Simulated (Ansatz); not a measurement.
Compare A (`COC(C)=N`) with its isomer B (`CO/C=C/N`).

Program: Ansatz. Geometries: PBE0-D4/def2-TZVP. ΔE: electronic, gas phase. CCSD(T)/CBS adds triple-zeta CCSD(T) − MP2 to the extrapolated MP2 energy (def2 sets, frozen cores). DFT in def2-TZVPP. One conformer a species, not always the lowest.

Which is lower in electronic energy at CCSD(T)/CBS, and by how much? (An estimate is asked.)

The calculation gave: A, by 22.0 kcal/mol.

Give E(B) − E(A) in kcal/mol with PBE-D4, HF/def2-TZVPP, CCSD(T)/def2-TZVPP, MP2/def2-TZVPP, PBE0-D4, CCSD/def2-TZVPP, r2SCAN-D4. (An estimate is asked.)

Computed: PBE-D4 20.7, HF/def2-TZVPP 24.6, CCSD(T)/def2-TZVPP 22.8, MP2/def2-TZVPP 23.2, PBE0-D4 21.4, CCSD/def2-TZVPP 22.8, r2SCAN-D4 22.5. None reverses the order clearly.

Largest T1 diagnostic: 0.013.

In def2-TZVPP, CCSD(T) changes the Hartree–Fock value by −1.8 kcal/mol (the triples alone add −0.0 kcal/mol) and MP2 by −1.4 kcal/mol. From PBE to PBE0 (25 % exact exchange), in def2-TZVPP and without D4, E(B) − E(A) moves by +0.8 kcal/mol.
